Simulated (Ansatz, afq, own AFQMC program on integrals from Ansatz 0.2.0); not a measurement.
CHO, doublet → CHO⁺, triplet, worked out

| atom | x (Å) | y (Å) | z (Å) |
| --- | --- | --- | --- |
| O | 0.0000 | -0.1013 | 0.5002 |
| C | 0.0000 | 0.0736 | -0.7526 |
| H | 0.0000 | 0.7302 | 1.0271 |

Connectivity, by distances: OH–C.

Both states at this geometry.

Basis cc-pVQZ. Noble-gas cores (and the filled d shells of Ga–Kr and In–Xe) are frozen. AFQMC by an in-house program on the Cholesky factors that Ansatz 0.2.0 writes for its CCSD(T) run. ph-AFQMC/CISD is guided by a CISD state made of CCSD amplitudes; releasing the constraint for a short imaginary time cuts its bias at the price of noise, slowly where states lie close. Error bars are statistical, one sigma.

Total energies in eV. CBS is CCSD(T) at the limit of def2-TZVPP/QZVPP (extrapolated itself); the highest rung of each member is named.

Cautions: CHO (doublet): the released value is read at 1.62 1/Eh, later times being too noisy (meV from the phaseless value at times in 1/Eh: -14 ± 6 at 0.24, -9 ± 6 at 0.51, -2 ± 6 at 0.99, 1 ± 8 at 1.62, -21 ± 15 at 2.40); CHO⁺ (triplet): another spin lies lower, unrestricted determinant slightly spin contaminated (⟨S²⟩ 2.06 against 2.00), the released value is read at 1.62 1/Eh with a noise of 13 meV, more than in the cases checked, later times being too noisy (meV from the phaseless value at times in 1/Eh: -16 ± 8 at 0.24, -20 ± 6 at 0.51, -25 ± 7 at 0.99, -21 ± 13 at 1.62, 22 ± 37 at 2.40); this isn't the first ionization.

| member | count | CCSD(T)/cc-pVQZ | highest rung in cc-pVQZ | which | CCSD(T)/CBS |
| --- | --- | --- | --- | --- | --- |
| CHO⁺, triplet | +1 | -3080.4447 | -3080.4868 ± 0.0132 | released AFQMC | -3080.9185 |
| CHO, doublet | -1 | -3092.6297 | -3092.6445 ± 0.0079 | released AFQMC | -3093.1699 |

**Question.** Work out the best estimate of the vertical ionization energy: the CCSD(T)/CBS difference plus the step from CCSD(T) to the highest rung.

**Answer.** Sums with the counts: CCSD(T)/CBS 12.2514 eV, highest rung 12.1577 eV, CCSD(T)/cc-pVQZ 12.1850 eV. The step is 12.1577 − 12.1850 = -0.0273 eV, so the best estimate is 12.2514 + (-0.0273) = 12.2241 eV = 1179.4 kJ/mol, with sampling noise 0.015 eV. The step is under twice that noise, so its sign is open. The basis set is worth 0.066 eV of it. Zero-point, core-correlation and spin–orbit terms aren't in it.

Best estimates are given only where the step beyond CCSD(T) is under 0.3 eV and no member's determinant is very poor (T1 over 0.05, or 0.07 for open shells, ⟨S²⟩ too high by 0.3, two states mixed), so the hardest cases are missing from such tables.

Each member of a difference takes its own highest rung, so a best estimate needn't equal the limit plus the step of one row. A walk keeps the symmetry of its determinant, which the program's search chose and which needn't be the lowest solution, so a lower state of the same spin and another symmetry isn't excluded. Released energies are given only where the last usable release times agree within the noise; a slower fall can still hide under it.
